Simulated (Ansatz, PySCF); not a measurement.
methylamine (CH5N), SMILES NC. Atoms are numbered in the order given.

```xyz
7

C     -0.6981     0.0184     0.0000
N      0.7483    -0.1199     0.0000
H     -1.1098    -0.4848     0.8777
H     -1.1098    -0.4848    -0.8777
H     -1.0725     1.0526     0.0000
H      1.1493     0.3314     0.8120
H      1.1493     0.3314    -0.8120
```
Charge 0, spin multiplicity 1.

The structure is a stationary point at PBE0-D3(BJ)/def2-TZVP.

Two levels are set side by side: PBE-D3(BJ)/def2-TZVP (Ansatz, a program for electronic structure) and PBE0-D3(BJ)/def2-TZVP (Ansatz). Each level has its own optimised geometry; the coordinates shown are those of the second. Frequencies come from the Hessian of PySCF at each geometry. Differences are taken from unrounded values.

```csv
quantity,PBE0-D3(BJ),PBE-D3(BJ),PBE-D3(BJ) minus PBE0-D3(BJ)
mean bond length (Å),1.127,1.136,0.009
bond C1–N2 (Å),1.453,1.466,0.013
bond C1–H3 (Å),1.092,1.100,0.007
bond C1–H4 (Å),1.092,1.100,0.007
bond C1–H5 (Å),1.100,1.108,0.008
bond N2–H6 (Å),1.012,1.022,0.010
bond N2–H7 (Å),1.012,1.022,0.010
highest harmonic wavenumber (cm⁻¹),3612,3481,-131
mean harmonic wavenumber (cm⁻¹),1878,1819,-60
zero-point energy (kcal/mol),40.28,39.00,-1.28
```

Exact exchange shortens and stiffens bonds; PBE has none. Differences between two approximate levels are no errors against the true value.
